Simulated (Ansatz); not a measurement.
**Smallest direct gap on the k points sampled of tetradymite Bi2Se3 at several levels of theory**

No measured value is used here.

```
level (code)         value (eV)
-------------------  ----------
LDA (Ansatz)               0.09
PBE (Ansatz)               0.21
PBEsol+SOC (Ansatz)        0.35
r²SCAN+SOC (Ansatz)        0.21
HSE06 (Ansatz)             0.65
HSE06+SOC (Ansatz)         0.15
PBE0 (Ansatz)              1.17
```

Computed values are for a static lattice. Spin–orbit coupling is included only where a level's name says +SOC; with heavier elements it mostly lowers gaps and can invert bands.  Values are at the measured cell. Cutoffs and k meshes differ between the levels. Ansatz's density-functional and Hartree–Fock values are scalar-relativistic unless marked +SOC, with PAW data made under PBE.

Ansatz is a quantum-chemistry and plane-wave program.
